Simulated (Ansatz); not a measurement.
A run of Ansatz (development build ahead of 0.2.0) on singlet NO(+) at this shape:

```xyz
2

N     0.0000    0.0000   -0.5201
O     0.0000    0.0000    0.4551
```

Its results:

```yaml
Converged: yes
Reference_energy: -128.96449 hartree
Correlation_energy: -0.37427 hartree
Total_energy: -129.33876 hartree
Spin_squared_of_the_determinant: 0.000
```

Which input gives this output? Name the method, the orbitals and the basis set, and write the input.

RHF-MP2 in def2-TZVP. An unrestricted run that stays on the closed shell gives the same numbers.

```yaml
crystal:
  periodic: [false, false, false]
  atoms:
    - { symbol: "N", position_ang: [0.0, 0.0, -0.52005] }
    - { symbol: O, position_ang: [0.0, 0.0, 0.45505] }
basis:
  gaussian: { orbitals: def2-TZVP }
total_charge: 1
hamiltonian:
  xc: hf
correlation:
  method: mp2
  frozen_orbitals: { "N": 1, O: 1 }
```

Caution: no unrestricted run beside it, a lower state can exist.
